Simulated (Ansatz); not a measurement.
# SiClO (quartet): wave-function methods side by side, def2-TZVPP

An exercise on one series of results from a longer session: the logs are not shown, and one member is left open.

The runs use Ansatz 0.2.0, Gaussian basis; def2-TZVPP, core rule «outside noble gas», up to 11 orbitals frozen.

To be run: UHF; ROHF; CCSD(T) on UHF.

### The system

The geometry is a PBE0/def2-TZVP stationary point (not a proven minimum).

3 atoms, charge 0, spin multiplicity 4.

Atoms are counted from 1 here; the program's logs count them from 0.

Bond lengths: Cl1–Si3 2.238 Å, O2–Si3 1.908 Å. Angles: Cl1–Si3–O2 65.5°.

Set-up of the first run:

The input, in.yaml:

```yaml
crystal:
  periodic: [false, false, false]
  atoms:
    - {symbol: Cl, position_ang: [0.000000, -0.104654, 1.131961]}
    - {symbol: O, position_ang: [0.000000, 1.273898, -0.660805]}
    - {symbol: Si, position_ang: [0.000000, -0.593591, -1.052463]}
basis:
  gaussian: {orbitals: def2-TZVPP}
magnetization: {spin_polarized: true, initial_magnetization: 3}
hamiltonian: {xc: hf}
output: {orbitals: {seedname: orbitals}}
```

On the command line:

```console
$ ansatz run in.yaml --threads 1 --pin off --events-out ev --progress --plain --max-ram 4096MiB --backend cpu
```

Among the steps run: UHF; ROHF; CCSD(T) on UHF.

One of the session's tables, all rows but one given; the rest of the session is left out.

```
  method  from UCCSD(T) (kcal/mol)
    ROHF                   +329.18
     UHF                   +317.96
    UMP2                    +46.87
   UCCSD                         ?
UCCSD(T)                         0
```

**Question.** Estimate the row for UCCSD.

The run gave: from UCCSD(T) (kcal/mol): +14.55. In the column «from UCCSD(T) (kcal/mol)» it lies between UCCSD(T) (0) and UMP2 (+46.87).

With the free atoms at the same levels and basis (separate runs), the atomisation energy is 4.448 eV at UCCSD(T), 2.201 eV at ROHF.
